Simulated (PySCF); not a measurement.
# P2 and its ions

PBE; PySCF, no relativity, basis sets P aug-pcseg-1. Neutral (UKS): singlet (closed shell), Re = 1.919 Å, ωe = 774 cm⁻¹, De = 5.10 eV, HOMO -7.17 eV, LUMO -3.53 eV.

P₂⁺ (UKS): doublet (π ↑), Re = 2.012 Å, ωe = 663 cm⁻¹, De = 5.18 eV to P⁺ + P. The energies at the minima are -682.35948 hartree for P2 and -681.97631 for P₂⁺.

(1) Work out the adiabatic ionisation energy, without and with harmonic zero-point energies (1 hartree = 27.2114 eV, 1 eV = 8065.5 cm⁻¹), and the change of the bond length.

States were picked by a PBE0 search and need not be the measured ground states.

Results:

(1) At PBE: 0.38317 hartree = 10.427 eV between the minima; the zero-point term (663.0 − 774.0)/2 cm⁻¹ = -0.007 eV makes it 10.420 eV. Re changes by +9.3 pm against the neutral. Minus the HOMO energy is 7.17 eV, -3.26 eV from the value between the minima; self-interaction puts the Kohn–Sham level too high, less so with exact exchange. The electron leaves a π orbital, and the longer bond of the ion fits a bonding orbital, or a change in how ionic the bond is.
